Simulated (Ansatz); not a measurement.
**singlet C₃: levels of theory in one basis**

```xyz
3

C     0.0000    0.0000   -1.2970
C     0.0000    0.0000    0.0000
C     0.0000    0.0000    1.2970
```

Basis set: def2-SVP (spherical functions). Left uncorrelated: 3 orbitals. Charge 0, multiplicity 1.

Computed with Ansatz (development build ahead of 0.2.0); each method stands on the lowest determinant of its kind that the runs found.

```csv
method,E − E(RHF) (eV),<S²> of the determinant
RHF,0.00,–
UHF,-0.06,0.34
UHF-MP2,-8.47,0.34
RHF-CCSD(T),-10.19,–
UHF-CCSD(T),-10.12,0.34
```

What does RHF-MP2 give on the same scale?

-9.01 eV.

Is a single determinant a sound starting point here?

Only with care. Unrestricted orbitals gain 0.06 eV and <S²> is 0.34 against 0.00 for a pure state, so spin symmetry breaks but gains little energy; restricted orbitals can still serve.

Caution for UHF, UHF-MP2, UHF-CCSD(T): the unrestricted determinant is spin contaminated; the determinant may break the point group. Caution for UHF-MP2, UHF-CCSD(T): another reference gives a lower total. Caution for UHF-CCSD(T): the program doubts this total.
